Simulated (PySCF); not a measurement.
PySCF input:

```python
from pyscf import gto, scf, mp, cc as ccmod

mol = gto.M(
    atom='''
    C    -0.01183665    0.99144419    0.16305088
    C     1.48020722    0.71088388    0.05518583
    Cl   -0.83320109   -0.80067899   -0.03691672
    H    -0.32290259    1.38674071   -0.81937582
    H     1.98476567    1.68889719    0.00569105
    H     1.86225212    0.20273138    0.94920951
    H     1.83008002    0.11920500   -0.81736090
    ''',
    basis='cc-pvdz',
    charge=-1,
    spin=0,
    verbose=4,
)

mf = scf.RHF(mol)
mf.conv_tol = 1e-10
mf.max_cycle = 100
mf.kernel()
mp2 = mp.MP2(mf, frozen=7).run()
cc = ccmod.CCSD(mf, frozen=7)
cc.max_cycle = 100
cc.kernel()
et = cc.ccsd_t()
print(f'E(CCSD(T)) = {cc.e_tot + et:.9f}')
```

### Question
What final total energy does it print?

### Answer
-537.97402 Eh (CCSD(T)/cc-pVDZ).

It need not be the lowest isomer of its formula. Whether it binds its extra electron was not tested at this geometry.
